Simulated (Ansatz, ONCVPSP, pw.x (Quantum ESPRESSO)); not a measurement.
## Ta: does the ONCV potential hold in the solid?

```
Element                 : tantalum (Ta)
Generator               : ONCVPSP 4.0.1.1 (patched build)
Type                    : optimised norm-conserving Vanderbilt (ONCV)
Functional              : PBE
Relativity              : scalar-relativistic
Frozen core             : [Kr] 4d10 4f14
Valence charge          : 13
Reference configuration : 5s2 5p6 5d3 6s1.75 6p0.25
Partial waves           : 5s+6s: rc 1.75 bohr, ncon 4, nbas 7, qcut 5.5 1/bohr, 2 projectors; 5p+6p: rc 1.90 bohr, ncon 4, nbas 7, qcut 8.8 1/bohr, 2 projectors; 5d: rc 1.85 bohr, ncon 4, nbas 8, qcut 5.7 1/bohr, 2 projectors, debl 0.6 Ha
Local potential         : polynomial inside 1.20 bohr (lpopt 5, dvloc0 6 Ha)
Core correction         : Teter function fitted to the true core (icmod 2), fcfact 0.22
```

Crystal test: bcc Ta in pw.x 7.5, no spin, 14³ k-points, Fermi–Dirac smearing 0.01 Ry, cutoffs 80/320 Ry. The reference is all-electron LAPW (Ansatz 0.2.0) with the same functional, mesh and smearing; V0 and B0 come from Birch–Murnaghan fits to the pressures at five volumes. Errors are pseudo minus all-electron; Δ is the rms difference of the E(V) curves that follow from these fits, minima aligned, over ±6 % about the mean V0. Mesh and smearing are coarse, so the numbers serve the comparison and aren't converged zero-temperature values; the lattice is a test structure that the element need not adopt.

```json
{"V (Å³/atom)": "17.282", "P all-electron (GPa)": "12.43", "P pseudo (GPa)": "10.24"}
{"V (Å³/atom)": "17.737", "P all-electron (GPa)": "6.48", "P pseudo (GPa)": "4.49"}
{"V (Å³/atom)": "18.192", "P all-electron (GPa)": "1.22", "P pseudo (GPa)": "-0.60"}
{"V (Å³/atom)": "18.647", "P all-electron (GPa)": "-3.44", "P pseudo (GPa)": "-5.10"}
{"V (Å³/atom)": "19.102", "P all-electron (GPa)": "-7.57", "P pseudo (GPa)": "-9.09"}
```

All-electron: a0 = 3.321 Å (V0 = 18.31 Å³/atom), B0 = 193.2 GPa.

Pseudopotential: mean pressure error (GPa): -1.84; a0 (Å): 3.310; a0 error (%): -0.31; B0 error (%): +0.2; Δ (meV/atom): 7.2.

Q: At the middle volume, how do free energy and pressure move when the wave cutoff is lowered (ecutrho kept at four times it)?

A:

| cutoff (Ry) | shift of F (meV/atom) | shift of P (GPa) |
| --- | --- | --- |
| 36 | +294.7 | -8.29 |
| 48 | +43.5 | -2.02 |
| 64 | +6.5 | -0.02 |

The run at the middle volume (104 k-points, 7 iterations) took about 12 s on one core of a shared host (Intel(R) Xeon(R) 6975P-C, 192 threads, 1512 GiB, load 69).
